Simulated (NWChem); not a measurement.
# C2H2S (ethynethiol) at wB97X/def2-TZVP, part 2 of 2

NWChem 7.3.0. The steps go on from the part before.

## (3) The doublet cation, same level

The input, c2h2s.nw:

```
start c2h2s
memory stack 880 mb heap 220 mb global 1100 mb
charge 1
geometry noautosym nocenter noautoz
 C     -1.196800    -0.342000     0.001900
 C      0.000700    -0.223700     0.026100
 S      1.678900    -0.197600     0.083400
 H     -2.256800    -0.433400    -0.021800
 H      1.823900     1.123100    -0.131000
end
basis spherical bse
 * library def2-TZVP
end
dft
 xc wb97x
 mult 2
 grid fine
 convergence energy 1e-08
 iterations 100
 mulliken
 noprint "final vectors analysis"
end
task dft energy
```

The run is started by

```sh
$ nwchem c2h2s.nw > c2h2s.out
```

The program printed:

```text
Northwest Computational Chemistry Package (NWChem) 7.3.0
             --------------------------------------------------------

           Job information
           ---------------

    nwchem branch   = 7.3.0
    use scalapack   = T
    input           = c2h2s.nw
    prefix          = c2h2s.
    data base       = ./c2h2s.db
    status          = startup
    nproc           =        1

           Memory information
           ------------------

    heap     =     28835838 doubles =      220.0 Mbytes
    stack    =    115343355 doubles =      880.0 Mbytes
    global   =    144179200 doubles =     1100.0 Mbytes (distinct from heap & stack)
    total    =    288358393 doubles =     2200.0 Mbytes
    verify   = yes
    hardfail = no

           Directory information
           ---------------------

  0 permanent = .
  0 scratch   = .

                                NWChem Input Module
                                -------------------

 Scaling coordinates for geometry "geometry" by  1.889725989
 (inverse scale =  0.529177249)

                             Geometry "geometry" -> ""
                             -------------------------

 Output coordinates in angstroms (scale by  1.889725989 to convert to a.u.)

  No.       Tag          Charge          X              Y              Z
 ---- ---------------- ---------- -------------- -------------- --------------
    1 C                    6.0000    -1.19680000    -0.34200000     0.00190000
    2 C                    6.0000     0.00070000    -0.22370000     0.02610000
    3 S                   16.0000     1.67890000    -0.19760000     0.08340000
    4 H                    1.0000    -2.25680000    -0.43340000    -0.02180000
    5 H                    1.0000     1.82390000     1.12310000    -0.13100000

      Atomic Mass
      -----------

      C                 12.000000
      S                 31.972070
      H                  1.007825

 Effective nuclear repulsion energy (a.u.)      78.9993872980

            Nuclear Dipole moment (a.u.)
            ----------------------------
        X                 Y               Z
 ---------------- ---------------- ----------------
    36.3827054855   -11.0853216216     2.5503741942

            XYZ format geometry
            -------------------
     5
 geometry
 C                    -1.19680000    -0.34200000     0.00190000
 C                     0.00070000    -0.22370000     0.02610000
 S                     1.67890000    -0.19760000     0.08340000
 H                    -2.25680000    -0.43340000    -0.02180000
 H                     1.82390000     1.12310000    -0.13100000

 ==============================================================================
                                internuclear distances
 ------------------------------------------------------------------------------
       center one      |      center two      | atomic units |  angstroms
 ------------------------------------------------------------------------------
    2 C                |   1 C                |     2.27442  |     1.20357
    3 S                |   2 C                |     3.17357  |     1.67938
    4 H                |   1 C                |     2.01104  |     1.06420
    5 H                |   3 S                |     2.54324  |     1.34582
 ------------------------------------------------------------------------------
                         number of included internuclear distances:          4
 ==============================================================================

 ==============================================================================
                                 internuclear angles
 ------------------------------------------------------------------------------
        center 1       |       center 2       |       center 3       |  degrees
 ------------------------------------------------------------------------------
    2 C                |   1 C                |   4 H                |   179.28
    1 C                |   2 C                |   3 S                |   175.18
    2 C                |   3 S                |   5 H                |    96.75
 ------------------------------------------------------------------------------
                            number of included internuclear angles:          3
 ==============================================================================

 Summary of "ao basis" -> "" (spherical)
 ------------------------------------------------------------------------------
       Tag                 Description            Shells   Functions and Types
 ---------------- ------------------------------  ------  ---------------------
 *                         def2-TZVP                  on all atoms

                                 NWChem DFT Module
                                 -----------------

                      Basis "ao basis" -> "ao basis" (spherical)
                      -----
  [basis functions not shown]

 Summary of "ao basis" -> "ao basis" (spherical)
 ------------------------------------------------------------------------------
       Tag                 Description            Shells   Functions and Types
 ---------------- ------------------------------  ------  ---------------------
 C                         def2-TZVP                11       31   5s3p2d1f
 S                         def2-TZVP                13       37   5s5p2d1f
 H                         def2-TZVP                 4        6   3s1p

 Summary of "ao basis" -> "ao basis" (spherical)
 ------------------------------------------------------------------------------
       Tag                 Description            Shells   Functions and Types
 ---------------- ------------------------------  ------  ---------------------
 C                         def2-TZVP                11       31   5s3p2d1f
 S                         def2-TZVP                13       37   5s5p2d1f
 H                         def2-TZVP                 4        6   3s1p

  int_init: cando_txs set to always be  F
  Caching 1-el integrals
  itol2e modified to match energy
  convergence criterion.
  tol_rho modified to match energy
  convergence criterion.

            General Information
            -------------------
          SCF calculation type: DFT
          Wavefunction type:  spin polarized.
          No. of atoms     :     5
          No. of electrons :    29
           Alpha electrons :    15
            Beta electrons :    14
          Charge           :     1
          Spin multiplicity:     2
          Use of symmetry is: off; symmetry adaption is: off
          Maximum number of iterations: 100
          This is a Direct SCF calculation.
          AO basis - number of functions:   111
                     number of shells:    43
          Convergence on energy requested:  1.00D-08
          Convergence on density requested:  1.00D-05
          Convergence on gradient requested:  5.00D-04

              XC Information
              --------------
                       wb97x  Method XC Functional
                     Hartree-Fock (Exact) Exchange  1.000
                         wb97x Exchange Functional  1.000
                      wb97x Correlation Functional  1.000

           Range-Separation Parameters
           ---------------------------
           Alpha           :  0.16
           Beta            :  0.84
           Gamma           :  0.30
           Short-Range HF  :     F

             Grid Information
             ----------------
          Grid used for XC integration:  fine
          Radial quadrature: Mura-Knowles
          Angular quadrature: Lebedev.
          Tag              B.-S. Rad. Rad. Pts. Rad. Cut. Ang. Pts.
          ---              ---------- --------- --------- ---------
          C                   0.70       70          11.0       590
          S                   1.00      123          11.0       770
          H                   0.35       60          12.0       590
          Grid pruning is: on
          Number of quadrature shells:   383
          Spatial weights used:  Erf1

          Convergence Information
          -----------------------
          Convergence aids based upon iterative change in
          total energy or number of iterations.
          Levelshifting, if invoked, occurs when the
          HOMO/LUMO gap drops below (HL_TOL):  1.00D-02
          DIIS, if invoked, will attempt to extrapolate
          using up to (NFOCK): 10 stored Fock matrices.

                    Damping( 0%)  Levelshifting(0.5)       DIIS
                  --------------- ------------------- ---------------
          dE  on:    start            ASAP                start
          dE off:    2 iters        100 iters           100 iters

      Screening Tolerance Information
      -------------------------------
          Density screening/tol_rho:  1.00D-11
          AO Gaussian exp screening on grid/accAOfunc:  18
          CD Gaussian exp screening on grid/accCDfunc:  20
          XC Gaussian exp screening on grid/accXCfunc:  20
          Schwarz screening/accCoul:  1.00D-09

      Superposition of Atomic Density Guess
      -------------------------------------

 Sum of atomic energies:        -473.82177614

 Renormalizing density from      30.00 to     29

      Non-variational initial energy
      ------------------------------

 Total energy =    -464.799868
 1-e energy   =    -780.612933
 2-e energy   =     236.813678
 HOMO         =      -0.625824
 LUMO         =      -0.299844

   Time after variat. SCF:      1.7

     ---------------------------------------------
      Total Density - Mulliken Population Analysis
     ---------------------------------------------

    Atom       Charge   Shell Charges
 -----------   ------   -------------------------------------------------------
    1 C    6     5.77   0.86  1.11  0.66  0.46  0.13  1.13  1.17  0.20  0.02  0.02  0.01
    2 C    6     6.04   0.86  1.12  0.63  0.46  0.08  1.28  1.31  0.23  0.02  0.04  0.02
    3 S   16    15.96   2.01  0.51  1.46  1.27  0.66  4.30  1.60  1.04  2.30  0.68  0.04  0.07  0.01
    4 H    1     0.64   0.20  0.36  0.06  0.02
    5 H    1     0.59   0.17  0.34  0.06  0.02

     --------------------------------------------
      Spin Density - Mulliken Population Analysis
     --------------------------------------------

    Atom       Charge   Shell Charges
 -----------   ------   -------------------------------------------------------
    1 C    6     0.37   0.00 -0.00  0.00 -0.00 -0.00  0.15  0.16  0.04  0.00  0.00  0.00
    2 C    6     0.23   0.00 -0.00  0.00 -0.00 -0.00  0.10  0.09  0.02  0.00  0.02  0.00
    3 S   16     0.40   0.00 -0.00 -0.00  0.00 -0.00  0.01 -0.01  0.09  0.23  0.07  0.00  0.00  0.00
    4 H    1     0.00   0.00  0.00  0.00  0.00
    5 H    1     0.00  -0.00  0.00 -0.00  0.00
   Time prior to 1st pass:      1.7

 Grid_pts file          = ./c2h2s.gridpts.0
 Record size in doubles =  12289        No. of grid_pts per rec  =   3070
 Max. records in memory =    107        Max. recs in file   = *********

           Memory utilization after 1st SCF pass:
           Heap Space remaining (MW):        0.00                 375
          Stack Space remaining (MW):      115.34           115342260

   convergence    iter        energy       DeltaE   RMS-Dens  Diis-err    time
 ---------------- ----- ----------------- --------- --------- ---------  ------
 d= 0,ls=0.0,diis     1   -475.0845666238 -5.54D+02  1.04D-02  6.98D-01    15.0
                                                     1.01D-02  7.08D-01
 d= 0,ls=0.0,diis     2   -475.1561197891 -7.16D-02  2.78D-03  1.44D-01    28.9
                                                     2.93D-03  1.39D-01
 d= 0,ls=0.0,diis     3   -475.1853586290 -2.92D-02  5.51D-04  1.46D-02    43.4
                                                     5.34D-04  1.12D-02
 d= 0,ls=0.0,diis     4   -475.1916623164 -6.30D-03  2.12D-04  7.30D-04    57.9
                                                     2.27D-04  1.25D-03
 d= 0,ls=0.0,diis     5   -475.1923789885 -7.17D-04  9.44D-05  1.64D-04    75.2
                                                     8.62D-05  8.42D-05
  Resetting Diis
 d= 0,ls=0.0,diis     6   -475.1925413723 -1.62D-04  8.07D-05  1.59D-05    90.6
                                                     1.09D-04  5.00D-05
 d= 0,ls=0.0,diis     7   -475.1926603710 -1.19D-04  4.52D-05  1.23D-05   110.8
                                                     4.19D-05  1.01D-05
 d= 0,ls=0.0,diis     8   -475.1926836893 -2.33D-05  2.34D-05  2.27D-06   128.0
                                                     2.80D-05  7.17D-06
 d= 0,ls=0.0,diis     9   -475.1926957757 -1.21D-05  6.38D-05  4.62D-06   147.8
                                                     6.47D-05  3.28D-06
 d= 0,ls=0.0,diis    10   -475.1927122992 -1.65D-05  1.17D-05  1.74D-07   166.9
                                                     1.21D-05  3.08D-07
 d= 0,ls=0.0,diis    11   -475.1927130670 -7.68D-07  3.28D-06  7.32D-08   182.8
                                                     3.64D-06  5.21D-08
 d= 0,ls=0.0,diis    12   -475.1927132114 -1.44D-07  2.10D-06  2.96D-08   200.1
                                                     2.41D-06  2.24D-08
 d= 0,ls=0.0,diis    13   -475.1927132620 -5.07D-08  1.44D-06  3.90D-09   214.5
                                                     1.00D-06  1.77D-09
 d= 0,ls=0.0,diis    14   -475.1927132729 -1.08D-08  2.47D-07  2.30D-10   228.8
                                                     1.85D-07  1.18D-10
 d= 0,ls=0.0,diis    15   -475.1927132732 -3.42D-10  1.05D-07  1.91D-11   242.8
                                                     9.53D-08  2.25D-11

         Total DFT energy =     -475.192713273208
      One electron energy =     -801.389621789209
           Coulomb energy =      284.086871049306
    Exchange-Corr. energy =      -36.889349831339
 Nuclear repulsion energy =       78.999387298033

 Numeric. integr. density =       29.000000056588

     Total iterative time =    241.1s

     ---------------------------------------------
      Total Density - Mulliken Population Analysis
     ---------------------------------------------

    Atom       Charge   Shell Charges
 -----------   ------   -------------------------------------------------------
    1 C    6     5.88   0.86  1.11  0.58  0.53  0.14  1.24  1.16  0.24  0.01 -0.00  0.01
    2 C    6     6.02   0.86  1.11  0.53  0.75  0.06  1.29  1.14  0.20  0.01  0.05  0.01
    3 S   16    15.65   2.01  0.48  1.48  1.14  0.77  4.18  1.67  0.92  2.20  0.64  0.05  0.10  0.01
    4 H    1     0.71   0.25  0.40  0.03  0.02
    5 H    1     0.75   0.23  0.44  0.05  0.02

     --------------------------------------------
      Spin Density - Mulliken Population Analysis
     --------------------------------------------

    Atom       Charge   Shell Charges
 -----------   ------   -------------------------------------------------------
    1 C    6     0.42   0.00 -0.00  0.01 -0.04  0.01  0.21  0.20  0.03 -0.00 -0.00 -0.00
    2 C    6     0.01  -0.00  0.00 -0.01  0.03  0.02 -0.01  0.01 -0.06  0.00  0.02  0.00
    3 S   16     0.59   0.00  0.00 -0.00  0.01  0.00  0.02 -0.01  0.12  0.37  0.09 -0.00 -0.01 -0.00
    4 H    1    -0.01  -0.01 -0.01  0.00  0.00
    5 H    1    -0.01  -0.00 -0.01 -0.00  0.00

     -------------------------------------------
      Total Density - Lowdin Population Analysis
     -------------------------------------------

    Atom       Charge   Shell Charges
 -----------   ------   -------------------------------------------------------
    1 C    6     5.82   0.92  1.03  0.39  0.39  0.19  1.07  1.18  0.46  0.02  0.14  0.04
    2 C    6     6.31   0.91  1.03  0.37  0.38  0.20  1.12  1.30  0.62  0.02  0.31  0.05
    3 S   16    15.16   1.99  0.84  1.12  0.81  0.57  3.91  1.88  1.03  1.84  0.91  0.05  0.18  0.03
    4 H    1     0.83   0.24  0.37  0.15  0.07
    5 H    1     0.88   0.23  0.40  0.17  0.07

     ------------------------------------------
      Spin Density - Lowdin Population Analysis
     ------------------------------------------

    Atom       Charge   Shell Charges
 -----------   ------   -------------------------------------------------------
    1 C    6     0.41   0.00  0.00  0.01  0.00 -0.00  0.19  0.17  0.05 -0.00 -0.01 -0.00
    2 C    6     0.07  -0.00 -0.00 -0.00 -0.00 -0.00 -0.00  0.00 -0.02  0.00  0.09  0.00
    3 S   16     0.53   0.00  0.00  0.00  0.01  0.00  0.03 -0.00  0.13  0.28  0.10 -0.00 -0.00 -0.00
    4 H    1    -0.00  -0.00 -0.00 -0.00  0.01
    5 H    1    -0.00  -0.00 -0.00 -0.00  0.01

   alpha - beta orbital overlaps
   -----------------------------

   alpha      1      2      3      4      5      6      7      8      9     10
    beta      1      2      3      4      7      5      6      8      9     10
 overlap   1.000  0.887  0.887  1.000  1.000  1.000  1.000  0.999  0.999  0.999

   alpha     11     12     13     14     15     16     17     18     19     20
    beta     11     12     13     14     15     16     18     17     19     20
 overlap   0.999  0.999  0.989  0.999  0.996  0.999  0.984  0.978  0.976  0.989

   alpha     21     22     23     24     25     26     27     28     29     30
    beta     21     22     23     24     25     26     27     28     29     30
 overlap   0.983  0.992  0.999  0.992  0.965  0.963  0.962  0.959  0.999  0.989

   alpha     31     32     33     34     35     36     37     38     39     40
    beta     31     32     33     34     35     36     37     38     39     40
 overlap   0.999  0.999  1.000  0.990  0.997  0.998  0.993  1.000  0.997  0.999

   alpha     41     42     43     44     45     46     47     48     49     50
    beta     41     43     42     44     45     46     47     48     49     50
 overlap   0.999  0.978  0.995  0.993  0.978  0.996  1.000  1.000  0.999  1.000

   alpha     51     52     53     54     55     56     57     58     59     60
    beta     51     52     53     55     54     56     57     58     59     60
 overlap   0.999  0.999  0.995  0.997  0.948  0.946  0.999  0.999  0.996  0.997

   alpha     61     62     63     64     65     66     67     68     69     70
    beta     61     62     63     64     65     66     67     68     69     70
 overlap   0.998  0.998  0.999  0.997  0.997  1.000  0.999  0.999  0.999  0.998

   alpha     71     72     73     74     75     76     77     78     79     80
    beta     71     72     73     74     75     76     77     78     79     80
 overlap   0.998  1.000  0.999  0.987  0.998  0.981  0.999  0.720  0.719  0.998

   alpha     81     82     83     84     85     86     87     88     89     90
    beta     81     82     83     84     85     86     87     88     89     90
 overlap   0.992  0.998  1.000  0.999  0.986  0.999  0.998  0.876  0.879  0.974

   alpha     91     92     93     94     95     96     97     98     99    100
    beta     91     92     93     94     95     96     97     98     99    100
 overlap   0.962  0.973  0.961  0.998  1.000  0.999  1.000  0.999  1.000  1.000

   alpha    101    102    103    104    105    106    107    108    109    110
    beta    101    102    103    104    105    106    107    108    109    110
 overlap   1.000  1.000  1.000  1.000  1.000  1.000  1.000  1.000  1.000  1.000

   alpha    111
    beta    111
 overlap   1.000

     --------------------------
     Expectation value of S2:
     --------------------------
      <S2> =      0.7762 (Exact =     0.7500)

 center of mass
 --------------
 x =   1.26731073 y =  -0.40445390 z =   0.09282719

 moments of inertia (a.u.)
 ------------------
           7.731812542460         -20.270926298364          -8.385480200892
         -20.270926298364         320.760439668044           0.478013797604
          -8.385480200892           0.478013797604         327.717668084475

     Multipole analysis of the density
     ---------------------------------

     L   x y z        total         alpha         beta         nuclear
     -   - - -        -----         -----         ----         -------
     0   0 0 0      1.000000    -15.000000    -14.000000     30.000000

     1   1 0 0      0.809477    -18.140494    -17.432734     36.382705
     1   0 1 0      0.001670      5.775701      5.311291    -11.085322
     1   0 0 1      0.008484     -1.312104     -1.229786      2.550374

     2   2 0 0     -2.844844   -116.791977   -107.862475    221.809608
     2   1 1 0      2.483869      0.864378      1.000257      0.619233
     2   1 0 1      0.072949     -3.705026     -3.496489      7.274464
     2   0 2 0    -15.158082    -13.481395    -12.661122     10.984435
     2   0 1 1     -0.141312      0.591262      0.839714     -1.572288
     2   0 0 2    -16.529181     -9.597068     -7.407187      0.475073

 Task  times  cpu:      242.8s     wall:      242.8s
 Total times  cpu:      242.8s     wall:      242.8s
```

It took 4.1 min on 1 thread of Intel Xeon Platinum 8259CL at 2.50GHz (Skylake/Cascade Lake), shared host; peak memory 0.12 GiB.

## (4) What came out

The summary covers parts 1 to 2.

At wB97X/def2-TZVP:

```
                                          quantity          value
                       singlet C2H2S: total energy  -475.53710 Eh
                      doublet cation: total energy  -475.19271 Eh
                              doublet cation: ⟨S²⟩          0.776
vertical ionisation energy (to the doublet cation)       9.371 eV
```

In words: The vertical ionisation energy comes to 9.37 eV (216 kcal/mol). Mulliken charges (singlet C2H2S) run from -0.18 on C2 to +0.21 on H4. Mulliken charges (doublet cation) run from -0.02 on C2 to +0.35 on S3.
